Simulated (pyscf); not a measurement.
PySCF, gas phase, ωB97X-D3(BJ)/def2-SVP geometries.

Task: Estimate the classical barrier height and the reaction energy of `[GeH2]` [singlet] + `[CH4]` -> `[CH3][GeH3]` at PBE/def2-TZVP. The step runs on the singlet surface, breaks C–H and forms Ge–H, C–Ge; take the separated reactants as zero.

Result: ΔE‡ = 21.5 kcal/mol, ΔE = -33.6 kcal/mol. CCSD(T)/def2-TZVPP + ΔMP2(QZVPP) gives 26.4 kcal/mol and -36.6 kcal/mol. Zero-point energy shifts the barrier by +0.9 kcal/mol. It is an insertion, with an imaginary mode of 1345i cm⁻¹. On the reactant side the descent ends in a complex, 4.1 kcal/mol under the separated species and 33.6 kcal/mol under the saddle at ωB97X-D3(BJ)/def2-TZVP. At ωB97X-D3(BJ) the barrier from the zero used here is 29.5 kcal/mol. One saddle was located; it need not be the lowest between these sides. The CCSD(T) − MP2 part came from Ansatz, without density fitting, on the same reference. The frozen core leaves the outer d or s,p core shells of the metals and heavy elements correlated in the MP2 and CC values, and def2-TZVPP describes them poorly, which can shift differences by a few kcal/mol. Elements up to Kr have no core potential and no relativistic terms here.
